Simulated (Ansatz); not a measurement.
Input file:

```yaml
crystal:
  periodic: [false, false, false]
  atoms:
    - {symbol: N, position_ang: [0.000000, 0.000000, -0.736844]}
    - {symbol: C, position_ang: [0.000000, 0.000000, -1.900312]}
    - {symbol: H, position_ang: [0.000000, 0.000000, 2.637156]}
basis:
  gaussian: {orbitals: 6-31G, point_charges: [{charge: -1.00, position_ang: [3.823, -0.574, -0.489]}]}
magnetization: {spin_polarized: true, initial_magnetization: 0}
hamiltonian: {xc: {name: B3LYP}}
correlation: {method: ccsdt, electrons: outside_noble_gas}
```

```sh
$ ansatz run in.yaml --threads 1 --pin off --events-out ev --progress --plain --max-ram 2393MiB
```

The program prints:

```
448 factors; integrals over basis functions are off by at most 3.9e-8 eV
mean field evaluation 1: about -2524.2732 eV, gradient 2.9e1 eV
mean field evaluation 2: about -2524.2726 eV, gradient 2.9e1 eV
mean field evaluation 4: about -2515.7654 eV, gradient 3.6e1 eV
mean field evaluation 8: about -2519.9507 eV, gradient 2.6e1 eV
mean field evaluation 16: about -2533.6627 eV, gradient 1.8e-3 eV
mean field evaluation 32: about -2535.5376 eV, gradient 2.5e-1 eV
mean field evaluation 64: about -2512.9401 eV, gradient 1.4e1 eV
mean field -2535.54087499 eV, -93.1794085045 hartree, gradient 2.9e-6 eV, S^2 1.000136; 6 other end points of the search recorded, 0 dependent functions left out
2 core orbitals not correlated: weight in the atoms' cores, before any rotation towards them, 1.000 or more for the frozen orbitals, at most 0.000 for the correlated occupied ones
reference -2520.42547511 eV, -92.6239278044 hartree; 5, 5 occupied and 13, 13 virtual orbitals, 448 factors
second order -6.43855714 eV of doubles, -0.27876667 eV of singles
cycle   1  -5.44416524 eV  change     1.3e0 eV  update   1.4e-1
cycle   2  -6.07104172 eV  change   -6.3e-1 eV  update   9.2e-2
cycle   3  -6.29635814 eV  change   -2.3e-1 eV  update   2.5e-2
...
cycle  22  -6.38022828 eV  change   -7.2e-5 eV  update   5.7e-5
cycle  23  -6.38021676 eV  change    1.2e-5 eV  update   4.2e-5
cycle  24  -6.38021504 eV  change    1.7e-6 eV  update   2.9e-5
cycle  25  -6.38017836 eV  change    3.7e-5 eV  update   1.8e-5
cycle  26  -6.38015068 eV  change    2.8e-5 eV  update   9.0e-6
cycle  27  -6.38015501 eV  change   -4.3e-6 eV  update   4.9e-6
cycle  28  -6.38014495 eV  change    1.0e-5 eV  update   2.8e-6
cycle  29  -6.38014371 eV  change    1.2e-6 eV  update   1.5e-6
cycle  30  -6.38014533 eV  change   -1.6e-6 eV  update   6.5e-7
cycle  31  -6.38014473 eV  change    6.1e-7 eV  update   4.7e-7
Total energy: -2526.80561983 eV, -92.8583937985 hartree
```

Ran on 1 thread of Arm Neoverse V1, shared host: 3.3 s wall, 0.16 GiB peak host memory.
